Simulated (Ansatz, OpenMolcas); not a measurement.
Errors in the atomisation enthalpy at 298 K

6 molecules with nitrogen; the atomisation enthalpy at 298 K in kJ/mol, computed less measured. Shapes, held fixed at every level: PBE0-D4/def2-TZVP. Flexible molecules stand in one conformer, not always the lowest. Thermal terms are harmonic and unscaled (PBE/def2-SVP, PBE0-D4/def2-TZVP); the spin-orbit lowering of the free atoms is taken from their spectra. Programs: Ansatz 0.2.0, OpenMolcas 26.06. Measured values: Active Thermochemical Tables, CRC Handbook of Chemistry and Physics.

Levels: A = HF/3-21G; B = PBE-D4/def2-TZVPP; C = wB97X-V/def2-TZVPP; D = CCSD/def2-TZVPP.

```
               molecule  from tabulated heats      A     B   C     D
          N2 (nitrogen)                   945   -720   +62  +8   -86
          NH3 (ammonia)                  1172   -521   +13  -1   -53
   C2H3N (acetonitrile)                  2486   -912   +85  -2  -125
 C3H5N (isocyanoethane)                  3571  -1229   +98  -2  -172
     C2H7N (ethanamine)                  3480  -1152   +64  +7  -131
C4H5N (3-butenenitrile)                  4270  -1467  +147  -6  -206
```

(1) Sum up the errors.

Answers

(1) 
| level | kind | mean error | mean absolute error | worst case |
| --- | --- | --- | --- | --- |
| HF/3-21G | Hartree–Fock | -1000.2 | 1000.2 | C4H5N |
| PBE-D4/def2-TZVPP | GGA | +78.2 | 78.2 | C4H5N |
| wB97X-V/def2-TZVPP | range-separated hybrid | +0.7 | 4.3 | N2 |
| CCSD/def2-TZVPP | coupled cluster or CI | -128.8 | 128.8 | C4H5N |

On this set wB97X-V/def2-TZVPP has the smallest mean absolute error and HF/3-21G the largest. HF/3-21G is too low in 6 of 6; PBE-D4/def2-TZVPP is too high in 6 of 6; wB97X-V/def2-TZVPP is too low in 4 of 6; CCSD/def2-TZVPP is too low in 6 of 6. For HF/3-21G and PBE-D4/def2-TZVPP and CCSD/def2-TZVPP the error grows with the size of the molecule. Hartree–Fock lacks correlation and underbinds. Rows in very small basis sets show the basis more than the method. Correlated wave functions converge slowly with the basis. CCSD also lacks the triples, which bind further. The set is small.
